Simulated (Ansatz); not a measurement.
Geometry optimisation, Ansatz, UKS PBE/6-31G*.

Input file:

```yaml
crystal:
  periodic: [false, false, false]
  atoms:
    - { symbol: Si, position_ang: [0.058345, -0.059676, -0.01005] }
    - { symbol: H, position_ang: [0.590006, -0.135058, 1.369069] }
    - { symbol: H, position_ang: [1.23163, 0.041856, -0.943382] }
    - { symbol: H, position_ang: [-0.764525, 1.195725, -0.091165] }
    - { symbol: "N", position_ang: [-0.763818, -1.534408, -0.446452] }
    - { symbol: H, position_ang: [-1.713785, -1.717926, -0.123409] }
    - { symbol: H, position_ang: [-0.605813, -1.927918, -1.373418] }
    - { symbol: O, position_ang: [-0.615485, 0.067826, 3.194539] }
    - { symbol: H, position_ang: [-0.313156, -0.861022, 3.367568] }
magnetization:
  spin_polarized: true
  initial_magnetization: 1
basis:
  gaussian: { orbitals: "6-31G*" }
hamiltonian:
  xc: pbe
relax:
  f_tol: 0.03
  max_steps: 50
```

Launched with:

```bash
$ ansatz run input.yaml --threads 1 --pin off --max-ram 2048MiB --backend cpu --events-out ev --progress --plain --runs-dir out
```

**Question.** Where does it end, and by what steps?

**Answer.** It converged. After 28 steps the energy has fallen by 1.428 eV; H2 moved furthest, 2.04 Å. Parted: Si1–H2 (1.48 → 3.54 Å). Joined: H2–O8 (2.20 → 0.98 Å).

```tsv
step	energy less start (eV)	largest force component (eV/Å)	accepted
0	0.0000	0.766	yes
1	-0.0888	0.692	yes
2	-0.1991	0.574	yes
3	-0.3697	1.086	yes
4	-0.5284	1.339	yes
5	-0.8603	2.053	yes
6	-1.0406	2.092	yes
7	-1.1789	0.232	yes
8	-1.1237	1.884	no
9	-1.2247	0.275	yes
10	-1.2559	0.352	yes
11	-1.2914	0.249	yes
12	-1.2783	0.526	no
13	-1.3082	0.201	yes
14	-1.3169	0.239	yes
15	-1.3307	0.387	yes
16	-1.2985	1.924	no
17	-1.3453	0.541	yes
18	-1.3610	0.488	yes
19	-1.3673	0.974	yes
20	-1.3776	1.110	yes
21	-1.4173	0.167	yes
22	-1.3925	0.345	no
23	-1.4229	0.050	yes
24	-1.4259	0.047	yes
25	-1.4220	0.526	no
26	-1.4274	0.119	yes
27	-1.4278	0.074	yes
28	-1.4280	0.021	yes
```

```xyz
9
Properties=species:S:1:pos:R:3
Si 0.544 -0.085 -0.539
H -0.976 0.142 2.646
H 0.778 0.022 -2.027
H 0.095 1.268 -0.028
N -0.801 -1.183 -0.298
H -1.095 -1.287 0.685
H -0.775 -2.089 -0.772
O -0.822 -0.825 2.648
H 0.154 -0.893 2.629
```

The run took 75 s on 1 thread of Arm Neoverse V2, on a shared host, peak memory 0.14 GiB.
